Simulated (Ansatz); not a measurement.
This geometry of CHMgO (4 atoms, charge 0, multiplicity 2) is a first-order saddle point.

Level of theory: UKS LDA/def2-SVP in Ansatz 0.2.0.

```xyz
4
Properties=species:S:1:pos:R:3
O -1.191 -0.051 1.040
C -0.162 -0.073 0.471
Mg 1.634 -0.102 -0.581
H -0.281 0.226 -0.930
```

Q: Which two structures does it join? (They come from a converged band through this point; their orientation in space is the band's.)

A: Bonds broken: Mg3–H4. Bonds formed: C2–H4.

Initial state:

```xyz
4
Properties=species:S:1:pos:R:3
O -0.994 -0.311 2.031
C -0.642 -0.117 0.945
Mg 0.840 0.020 -0.655
H 0.797 0.407 -2.322
```

Final state:

```xyz
4
Properties=species:S:1:pos:R:3
O -0.901 -0.071 0.918
C -0.253 0.060 -0.090
Mg 1.946 -0.352 0.233
H -0.792 0.364 -1.061
```

Q: How far does it lie above each of them?

A: 12.9 kcal/mol above the first and 16.9 kcal/mol above the second. This is the barrier of this one path; another mechanism may lie lower.

Time of the run: 110 s on 1 thread of Intel(R) Xeon(R) CPU @ 2.60GHz (Ice Lake), with other jobs on the host, peak memory 0.12 GiB.
